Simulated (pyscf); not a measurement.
**Atom transfer: [O=Nb(F)–F]• + HF → O=Nb(F)(F)–F + H•**

Gas phase, doublet surface, charge 0. Bonds broken: F3–H6. Bonds formed: Nb2–F3. Optimised with ωB97X-D3(BJ)/def2-SVP in PySCF.

Transition state (Å):

```xyz
6

O      1.8486     1.6884    -0.2449
Nb     0.8207     0.3678    -0.1513
F      0.5175    -0.0834     1.7631
F     -0.9544     0.9444    -0.3113
F      1.3259    -0.9876    -1.3424
H     -0.5152     0.1533     2.4470
```

One imaginary mode, 2475i cm⁻¹; descent along it reached the two sides named, in the forms told below.

```tsv
bond	change	reactant side (Å)	saddle	product side
F3–H6	breaks	0.998	1.261	3.4
Nb2–F3	forms	2.229	1.990	1.860
```

Electronic energies relative to the separated reactants (eV):

| level | barrier | reaction energy | reverse barrier |
|---|---|---|---|
| ωB97X-D3(BJ)/def2-TZVP | 0.90 | -0.40 | 1.29 |
| PBE/def2-TZVP | 0.27 | -0.49 | 0.77 |
| r²SCAN/def2-TZVP | 0.36 | -0.48 | 0.84 |
| B3LYP-D3(BJ)/def2-TZVP | 0.57 | -0.26 | 0.84 |
| PBE0-D3(BJ)/def2-TZVP | 0.66 | -0.33 | 0.98 |
| M06-2X/def2-TZVP | 1.03 | -0.02 | 1.05 |
| ωB97M-D3(BJ)/def2-TZVP | 0.93 | -0.23 | 1.16 |

With ωB97M-D3(BJ)/def2-TZVP energies and thermal terms (ideal gas, 1 atm, RRHO with modes under 100 cm⁻¹ raised to 100, one conformer, R ln 2 for chiral ones without a mode under 150 cm⁻¹), in eV:

```
T (K)   ΔH‡   ΔG‡     ΔH     ΔG
-----  ----  ----  -----  -----
298    0.75  1.18  -0.40  -0.23
600    0.77  1.61  -0.37  -0.07
900    0.80  2.02  -0.32  +0.07
1200   0.83  2.43  -0.28  +0.19
```

On the reactant side the descent ends in an adduct with a F–Nb contact, 0.56 eV under the separated species and 1.45 eV under the saddle at ωB97X-D3(BJ)/def2-TZVP. What is counted as formed (F–Nb) is already present as a longer contact in the reactant adduct; forming that adduct is a step of its own. This saddle turned up in a search for another step; its sides and bond changes are read from the two ends of the descent. One saddle was located; it need not be the lowest between these sides. The angle at the transferred F is 127°: a side-on saddle, likely not the lowest. Open-shell species with a d-block atom are single-reference here; other states, and whether the spin sits on metal or ligand, were not checked. Elements past Kr carry the def2 core potentials, without spin-orbit coupling.
